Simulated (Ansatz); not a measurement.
Results of PBEsol (plane waves, hard PAW; Ansatz, a program for electronic structure) for antiferromagnetic (type II) rock-salt NiO.

Run with plane-wave cutoff 930 eV, 16×16×16 k mesh, Fermi–Dirac smearing 0.05 eV, magnetic order afm2, spin-polarised with opposed moments.

Cell (relaxed at this level):

Space group R-3m, hexagonal axes (No. 166); a = b = 2.9227 Å, c = 7.0896 Å, α = β = 90.00°, γ = 120.00°

| atom | site | symmetry | x | y | z |
|---|---|---|---|---|---|
| Ni | 3a | -3m | 0.0000 | 0.0000 | 0.0000 |
| O | 3b | -3m | 0.0000 | 0.0000 | 0.5000 |
(The calculation used a cell of 4 atoms; values per cell refer to that cell.)

Question: What does this level give for the magnetic moment (largest site, within a sphere) and band gap?

Answer: 
- magnetic moment (largest site, within a sphere) = 1.29 μB
- band gap = 0.76 eV (on the SCF k mesh)

Moments are spin moments.

Computed values are for the static lattice.

It cost very roughly 10 core-minutes of CPU time.
